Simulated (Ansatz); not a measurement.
Molecule: CH3, charge 1, multiplicity 1. 
Geometry from a B3LYP-D3(BJ)/def2-TZVP (Ansatz, an electronic-structure program) optimisation:
```
C
H 1 1.0918
H 1 1.0918 2 120.00
H 1 1.0918 2 120.00 3 -180.00
```
Charge +1, spin multiplicity 1.

Basis-set convergence of Hartree-Fock and CCSD(T) correlation energies (hartree) with Ansatz. Cores are frozen in the correlated levels unless marked. No spin-orbit coupling. Non-relativistic.

| basis | functions | E(HF) | E(corr, CCSD(T)) |
|---|---|---|---|
| cc-pVDZ | 29 | -39.23574 | -0.13145 |
| cc-pVTZ | 72 | -39.24746 | -0.15694 |
| cc-pVQZ | 145 | -39.24990 | -0.16414 |
| cc-pV5Z | 256 | -39.25056 | -0.16627 |

Extrapolating the two largest sets (X = 4 and 5) as X^-3: E(corr) = (125·(-0.16627) - 64·(-0.16414))/61 = -0.1685 Eh, an estimate of the basis-set limit. The largest set recovers 98.7 % of it, the smallest 78.0 %.
